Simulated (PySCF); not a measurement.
# Other spins and charges of GaH$_{3}$⁺, doublet at one geometry

Geometry (PBE0/def2-TZVP stationary point for this spin, not checked as a minimum):

```tsv
atom	x (Å)	y (Å)	z (Å)
Ga	0.0000	0.0253	0.0000
H	0.0000	-2.0473	0.0000
H	0.0000	0.1474	-1.5272
H	0.0000	0.1474	1.5272
```

Basis aug-cc-pVDZ; PySCF 2.14.0. Only valence electrons are correlated (noble-gas cores and the filled d shells of p-block atoms frozen). R marks a restricted (for open shells ROHF) determinant. No spin–orbit coupling is included, and no scalar relativity.

Gaps are energies of the second state less the first, at fixed atoms, for a selection of the levels run; mean-field and cluster levels share one orbital occupation for each state, and full CI takes the lowest of the symmetries tried.

Adding an electron, to the singlet: -8.678 eV at RCCSDT.

```json
{"level": "RHF", "gap (eV)": "-7.617", "error (meV)": "1061"}
{"level": "RMP2", "gap (eV)": "-8.410", "error (meV)": "268"}
{"level": "RCCSD", "gap (eV)": "-8.645", "error (meV)": "33"}
{"level": "RCCSD(T)", "gap (eV)": "-8.672", "error (meV)": "6"}
{"level": "PBE", "gap (eV)": "-8.719", "error (meV)": "-41"}
{"level": "r2SCAN", "gap (eV)": "-8.700", "error (meV)": "-22"}
{"level": "B97M-V", "gap (eV)": "-9.017", "error (meV)": "-339"}
{"level": "B3LYP", "gap (eV)": "-8.845", "error (meV)": "-167"}
{"level": "wB97M-V", "gap (eV)": "-8.783", "error (meV)": "-105"}
{"level": "B2PLYP", "gap (eV)": "-8.653", "error (meV)": "25"}
```

Question: PBE gives -6.208 eV for adding an electron, to the triplet. Estimate what RCCSDT gives in aug-cc-pVDZ.

Answer: RCCSDT in aug-cc-pVDZ gives -5.974 eV, so against it PBE is off by -0.234 eV, of which a good part can be the reference's own basis and frozen-core error.

| level | gap (eV) | error (meV) |
| --- | --- | --- |
| RHF | -5.478 | 496 |
| RMP2 | -5.848 | 126 |
| RCCSD | -5.937 | 37 |
| RCCSD(T) | -5.965 | 9 |
| r2SCAN | -6.309 | -335 |
| B97M-V | -6.110 | -136 |
| PBE0 | -6.181 | -207 |
| B3LYP | -6.179 | -205 |
| wB97M-V | -6.069 | -95 |
| B2PLYP | -5.998 | -24 |

Question: PBE gives 5.676 eV for quartet less doublet. Estimate what RCCSDT gives in aug-cc-pVDZ.

Answer: RCCSDT in aug-cc-pVDZ gives 6.027 eV, so against it PBE is off by -0.351 eV, of which a good part can be the reference's own basis and frozen-core error.

| level | gap (eV) | error (meV) |
| --- | --- | --- |
| RHF | 6.218 | 191 |
| RMP2 | 6.079 | 52 |
| RCCSD | 6.067 | 40 |
| RCCSD(T) | 6.036 | 9 |
| r2SCAN | 5.712 | -315 |
| PBE0 | 5.818 | -209 |
| B3LYP | 5.904 | -123 |
| wB97M-V | 6.088 | 61 |
| B2PLYP | 5.996 | -31 |

In so small a basis the reference is far from its limit while semilocal and hybrid functionals are nearer theirs (RPA and double hybrids share part of the reference's basis error), so the functionals' errors here hold much of the reference's basis and frozen-core error, which can add to them or hide them.

Full CI isn't at hand for all of this; RCCSDT serves as the reference. It lacks quadruple excitations.
